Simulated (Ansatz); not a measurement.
Relaxation of AlH$_{5}$O (7 atoms, charge 0, multiplicity 1), to a largest force component of 0.03 eV/Å in at most 50 steps.

Level of theory: Ansatz 0.2.0, RKS revPBE-D4/def2-SVP.

```xyz
7
Properties=species:S:1:pos:R:3
Al -0.044 -0.225 0.077
O -0.018 -0.346 1.835
H -0.844 -0.386 2.344
H 1.385 -0.235 -0.622
H -1.444 -0.171 -0.694
H 0.125 2.401 0.900
H 0.079 1.810 1.316
```

Question: Where does it end, and by what steps?

Answer: It converged. After 8 steps the energy has fallen by 0.101 eV; H6 moved furthest, 0.38 Å.

```json
{"step": "0", "energy less start (eV)": "0.0000", "largest force component (eV/Å)": "1.521", "accepted": "yes"}
{"step": "1", "energy less start (eV)": "-0.0677", "largest force component (eV/Å)": "0.538", "accepted": "yes"}
{"step": "2", "energy less start (eV)": "-0.0739", "largest force component (eV/Å)": "0.564", "accepted": "yes"}
{"step": "3", "energy less start (eV)": "-0.0876", "largest force component (eV/Å)": "0.525", "accepted": "yes"}
{"step": "4", "energy less start (eV)": "-0.0902", "largest force component (eV/Å)": "0.348", "accepted": "yes"}
{"step": "5", "energy less start (eV)": "-0.0966", "largest force component (eV/Å)": "0.321", "accepted": "yes"}
{"step": "6", "energy less start (eV)": "-0.0913", "largest force component (eV/Å)": "0.460", "accepted": "no"}
{"step": "7", "energy less start (eV)": "-0.1005", "largest force component (eV/Å)": "0.076", "accepted": "yes"}
{"step": "8", "energy less start (eV)": "-0.1008", "largest force component (eV/Å)": "0.007", "accepted": "yes"}
```

```xyz
7
Properties=species:S:1:pos:R:3
Al -0.047 -0.156 0.202
O -0.048 -0.606 1.877
H -0.870 -0.710 2.381
H 1.391 -0.122 -0.481
H -1.427 0.074 -0.579
H 0.112 2.338 0.525
H 0.128 2.030 1.229
```

Whether the end is a true minimum wasn't checked by a vibrational analysis.

Time of the run: 11 s on 1 thread of Arm Neoverse V1 (shared host), peak memory 0.1 GiB.
